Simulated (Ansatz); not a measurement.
```yaml
crystal:
  periodic: [false, false, false]
  atoms:
    - {symbol: B, position_ang: [-2.317211, -0.163842, -0.001729]}
    - {symbol: Si, position_ang: [-0.513229, -0.149402, -0.000907]}
    - {symbol: N, position_ang: [1.106105, -0.243897, -0.001227]}
    - {symbol: H, position_ang: [1.724335, 0.557141, 0.003863]}
basis:
  gaussian: {orbitals: def2-TZVP}
magnetization: {spin_polarized: true, initial_magnetization: 3}
hamiltonian: {xc: pbe0}
relax: {f_tol: 0.004, max_steps: 80}
```

```sh
$ ansatz run in.yaml --threads 1 --pin off --events-out ev --progress --plain --max-ram 2176MiB
```

Steps of the relaxation (energy above the last step; positions in Å, forces in eV/Å):

```
4
step 1, 125.1 meV
B    -2.317   -0.164   -0.002   -0.538   -0.176   -0.001
Si   -0.513   -0.149   -0.001    2.360    0.208    0.001
N     1.106   -0.244   -0.001   -1.854    0.068    0.000
H     1.724    0.557    0.004    0.031   -0.100    0.000
```

```
4
step 2, 76.9 meV
B    -2.319   -0.181   -0.002   -0.217   -0.134   -0.001
Si   -0.503   -0.122   -0.001    1.150    0.103    0.001
N     1.092   -0.241   -0.001   -1.022    0.184    0.001
H     1.730    0.544    0.004    0.089   -0.153   -0.001
```

```
4
step 3, 44.9 meV
B    -2.325   -0.221   -0.002    0.150   -0.031    0.000
Si   -0.498   -0.064   -0.001   -0.420   -0.037    0.000
N     1.065   -0.226   -0.001    0.211    0.340    0.002
H     1.758    0.511    0.004    0.059   -0.271   -0.002
```

```
4
step 8, 0.0 meV
B    -2.358   -0.298   -0.002    0.000   -0.001    0.000
Si   -0.552   -0.041    0.000    0.004    0.001    0.000
N     0.986    0.002    0.000   -0.002    0.001    0.000
H     1.924    0.337    0.003   -0.002   -0.001    0.000
```

Close pairs at the end: N3–H4 0.996 Å, Si2–N3 1.538 Å, B1–Si2 1.824 Å.

A stationary point of unrestricted PBE0 after 8 steps, with ⟨S²⟩ = 3.756 against 3.75 for a pure state; no frequencies were run, so it isn't proven a minimum. 22 s on 1 thread of Intel Xeon Platinum 8375C, shared host.
